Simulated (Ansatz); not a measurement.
# B2PLYP/cc-pVTZ run of SiS (SMILES [Si-]#[S+])

Aim: the energy change on altering one bond length of SiS at B2PLYP/cc-pVTZ, from 2 runs. 

The calculation is run with Ansatz 0.2.0.

43 further runs of the same task are left out: 43 set aside as unsound or not needed.

## 1. The structure to begin with

SiS has 2 atoms, charge 0, and is taken as a singlet. As SMILES, `[Si-]#[S+]`. The bond length is the measured one.

Bond lengths: Si1–S2 1.929 Å.

## 2. A single-point energy at B2PLYP/cc-pVTZ

Input file job.yaml:

```yaml
basis:
  gaussian:
    orbitals: cc-pVTZ
crystal:
  periodic: [false, false, false]
  atoms:
    - {symbol: Si, position_ang: [0.000000, 0.000000, 0.000000]}
    - {symbol: S, position_ang: [0.000000, 0.000000, 1.929321]}
accuracy: high
output: {orbitals: {seedname: orbitals}}
hamiltonian:
  xc: {name: B2PLYP}
correlation:
  frozen_orbitals: {S: 5, Si: 5}
```

Launch:

```console
ansatz run job.yaml --threads 1 --pin off --max-ram 3480MiB --events-out events.jsonl --progress --plain --runs-dir runs
```

Output:

```text
Warning: RAYON_NUM_THREADS=1 ignored (pool sized by the plan → 1); use --threads N
Functional definition: B2PLYP
  name "B2PLYP"
  parameter a = 0.53
  parameter c = 0.27
  exchange = (1 - a)*b88_x + a*exact_x
  correlation = (1 - c)*lyp_c + c*(mp2_os + mp2_ss)
939 factors; integrals over basis functions are off by at most 3.3e-9 eV
mean field evaluation 1: about -18703.5166 eV, gradient 2.0e1 eV
mean field evaluation 2: about -18703.5218 eV, gradient 2.0e1 eV
mean field evaluation 4: about -18704.8741 eV, gradient 2.2e0 eV
mean field evaluation 8: about -18704.8907 eV, gradient 3.1e-2 eV
mean field evaluation 16: about -18704.8907 eV, gradient 4.3e-7 eV
mean field -18704.89068713 eV, -687.3920541216 hartree, gradient 3.4e-8 eV, S^2 0.000000; 0 other end points of the search recorded, 0 dependent functions left out
10 core orbitals not correlated: weight in the atoms' cores, before any rotation towards them, 1.000 or more for the frozen orbitals, at most 0.000 for the correlated occupied ones
reference -18704.89070326 eV, -687.3920547146 hartree; 5, 5 occupied and 53, 53 virtual orbitals, 939 factors
second order -9.01519501 eV of doubles, -0.00000000 eV of singles
Total energy: -18707.32480592 eV, -687.4815063372 hartree
```

Run time: 3.6 s. Hardware: 1 thread of Arm Neoverse V1, shared host; peak memory 0.13 GiB.

## 3. The distorted shape

Input file job.yaml:

```yaml
crystal:
  periodic: [false, false, false]
  atoms:
    - {symbol: Si, position_ang: [0.000000, 0.000000, -1.543479]}
    - {symbol: S, position_ang: [0.000000, 0.000000, 1.929321]}
basis:
  gaussian:
    orbitals: cc-pVTZ
hamiltonian:
  xc: {name: B2PLYP}
correlation:
  frozen_orbitals: {S: 5, Si: 5}
accuracy: high
output:
  orbitals: {seedname: orbitals}
```

Launch:

```console
ansatz run job.yaml --threads 1 --pin off --max-ram 3480MiB --events-out events.jsonl --progress --plain --runs-dir runs
```

Output, cut to the lines that bear on the results:

```text
Warning: RAYON_NUM_THREADS=1 ignored (pool sized by the plan → 1); use --threads N
Functional definition: B2PLYP
  name "B2PLYP"
[...]
861 factors; integrals over basis functions are off by at most 2.9e-9 eV
[...]
mean field -18697.96963969 eV, -687.1377103196 hartree, gradient 2.2e-8 eV, S^2 0.000000; 2 other end points of the search recorded, 0 dependent functions left out; unrestricted orbitals would lower it
10 core orbitals not correlated: weight in the atoms' cores, before any rotation towards them, 1.000 or more for the frozen orbitals, at most 0.000 for the correlated occupied ones
reference -18697.96965865 eV, -687.1377110163 hartree; 5, 5 occupied and 53, 53 virtual orbitals, 861 factors
second order -9.09764533 eV of doubles, -0.00000000 eV of singles
Total energy: -18700.42602289 eV, -687.2279807372 hartree
```

Run time: 5.1 s. Hardware: 1 thread of Arm Neoverse V1, shared host; peak memory 0.15 GiB.

## 4. Results

At B2PLYP/cc-pVTZ, 10 core orbitals frozen:

| quantity | value |
| --- | --- |
| first shape: total energy | -687.48151 Eh |
| first shape: HOMO energy (SCF part's orbitals) | -8.96 eV |
| first shape: LUMO energy (SCF part's orbitals) | -1.13 eV |
| first shape: HOMO–LUMO gap (SCF part's orbitals) | 7.83 eV |
| distorted shape: total energy | -687.22798 Eh |
| distorted shape: HOMO energy (SCF part's orbitals) | -6.86 eV |
| distorted shape: LUMO energy (SCF part's orbitals) | -3.39 eV |
| distorted shape: HOMO–LUMO gap (SCF part's orbitals) | 3.47 eV |
| energy change with the Si1–S2 bond stretched from 1.929 to 3.473 Å | 6.899 eV |

In words: One bond (distorted shape) is far stretched, which a spin-restricted single reference describes badly; perturbation theory on it can break down and give far too much correlation. With the Si1–S2 bond stretched from 1.929 to 3.473 Å the energy rises by 6.90 eV (666 kJ/mol). The first shape isn't relaxed at this level, so the change isn't measured from a minimum. A restricted reference can't describe the breaking bond well at this length. The restricted solution (distorted shape) is unstable to spin breaking: an unrestricted one lies lower.
